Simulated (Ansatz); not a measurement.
# C3H4O: basis-set convergence

An exercise on one series of results from a longer session: the logs are not shown, and one member is left open.

The runs use Ansatz 0.2.0, Gaussian basis; one geometry, several basis sets.

Levels to be run: PBE0-D4/def2-SVP; ωB97M-V/def2-SVP; PBE0-D4/def2-QZVPP; ωB97M-V/def2-QZVPP; the functionals' def2-TZVPP values are taken from earlier runs.

## The geometry

All runs share one geometry, relaxed beforehand with PBE0-D4 in a triple-zeta def2 set.

SMILES `O=C1CC1`, 8 atoms, charge 0, spin multiplicity 1.

Atoms are counted from 1 here; the program's logs count them from 0.

Bond lengths: O1–C2 1.191 Å, C2–C3 1.461 Å, C2–C4 1.461 Å, C3–C4 1.559 Å, C3–H5 1.085 Å, C3–H6 1.085 Å, C4–H7 1.085 Å, C4–H8 1.085 Å. Angles: O1–C2–C3 147.8°, O1–C2–C4 147.8°, C3–C2–C4 64.5°, C2–C3–C4 57.8°, C2–C3–H5 118.8°, C2–C3–H6 118.8°, C4–C3–H5 117.6°, C4–C3–H6 117.6°, H5–C3–H6 114.7°, C2–C4–C3 57.8°, C2–C4–H7 118.8°, C2–C4–H8 118.8°, C3–C4–H7 117.6°, C3–C4–H8 117.6°, H7–C4–H8 114.7°.

Set-up of the first run:

in.yaml

```yaml
crystal:
  periodic: [false, false, false]
  atoms:
    - {symbol: O, position_ang: [-1.855036, 0.501649, 0.856902]}
    - {symbol: C, position_ang: [-0.806141, 0.215746, 0.371394]}
    - {symbol: C, position_ang: [0.542550, 0.641250, 0.003636]}
    - {symbol: C, position_ang: [0.022797, -0.803377, -0.268543]}
    - {symbol: H, position_ang: [0.667794, 1.299725, -0.849696]}
    - {symbol: H, position_ang: [1.281267, 0.770597, 0.787860]}
    - {symbol: H, position_ang: [-0.187210, -1.076732, -1.297436]}
    - {symbol: H, position_ang: [0.426180, -1.606058, 0.340082]}
basis:
  gaussian: {orbitals: def2-SVP}
hamiltonian: {xc: pbe0, dispersion: d4}
output: {orbitals: {seedname: orbitals}}
```

On the command line:

```sh
$ ansatz run in.yaml --threads 2 --pin off --events-out ev --progress --plain --max-ram 4352MiB
```

Steps of the session up to this table: PBE0-D4 in def2-SVP; ωB97M-V in def2-SVP; PBE0-D4 in def2-QZVPP; ωB97M-V in def2-QZVPP.

One table of the session follows, with a row left open; its other results are not shown here.

It belongs to the step «Density functionals: the series». 

| functional | basis | HOMO (eV) |
| --- | --- | --- |
| PBE0-D4 | def2-SVP | -6.88 |
| PBE0-D4 | def2-TZVPP | -6.97 |
| PBE0-D4 | def2-QZVPP | -7.00 |
| ωB97M-V | def2-SVP | -9.20 |
| ωB97M-V | def2-TZVPP | -9.31 |
| ωB97M-V | def2-QZVPP | ? |

Q: Estimate the row for ωB97M-V, def2-QZVPP from the others.

The run gave: HOMO (eV): -9.33. In the column «HOMO (eV)» it is the lowest.
